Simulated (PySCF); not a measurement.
Homolysis of single bonds, series Si F-OH. Gas-phase values, no solvent. One relaxed conformer stands for each flexible species; it need not be the lowest. Strings in code marks are SMILES.

The dipole moment from two functionals at the same geometries (PBE0-D3(BJ)/def2-TZVP), both in PySCF: PBE-D3(BJ)/def2-TZVP and PBE0-D3(BJ)/def2-TZVP. 

```json
[
 {"species": "whole molecule (`F[Si](F)(F)F`)", "PBE-D3(BJ)/def2-TZVP (D)": "0.00"},
 {"species": "radical fragment (`F[Si](F)F`)", "PBE-D3(BJ)/def2-TZVP (D)": "1.00"},
 {"species": "radical fragment (`[F]`)", "PBE-D3(BJ)/def2-TZVP (D)": "0.00"},
 {"species": "whole molecule (`O[Si](F)(F)F`)", "PBE-D3(BJ)/def2-TZVP (D)": "2.10"},
 {"species": "radical fragment (`[OH]`)", "PBE-D3(BJ)/def2-TZVP (D)": "1.72"}
]
```

What does PBE0-D3(BJ)/def2-TZVP give for each?


- whole molecule (`F[Si](F)(F)F`): 0.00
- radical fragment (`F[Si](F)F`): 1.15
- radical fragment (`[F]`): 0.00
- whole molecule (`O[Si](F)(F)F`): 2.17
- radical fragment (`[OH]`): 1.77
Over these rows, drawn at random from the members with no instability flagged (it was tested for open shells, ions and some series alone), PBE minus PBE0-D3(BJ): mean -0.05 D, from -0.15 D to 0.00 D.
